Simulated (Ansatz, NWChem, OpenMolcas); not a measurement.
# How methods differ on SiH3F (SMILES F[SiH3])

SiH3F has 5 atoms, charge 0, and is taken as a singlet. SMILES: `F[SiH3]`. The shape is that of a PBE0-D4/def2-TZVP optimisation.

Quantity: the dipole moment, in D. The values are calculated.

```tsv
level	kind	program	value (D)
HF/def2-TZVPP	Hartree–Fock	OpenMolcas	1.44
HF/def2-TZVPP (RICD fitting)	Hartree–Fock	OpenMolcas	1.44
BLYP/def2-TZVPP	GGA	OpenMolcas	1.18
PBE/def2-TZVPP	GGA	NWChem	1.17
revPBE/def2-TZVPP	GGA	NWChem	1.14
r2SCAN/def2-TZVPP	meta-GGA	NWChem	1.20
CAM-B3LYP/def2-TZVPP	range-separated hybrid	NWChem	1.31
MP2/def2-TZVPP	perturbation theory	Ansatz	1.25
```

The values span 1.14 to 1.44 D.
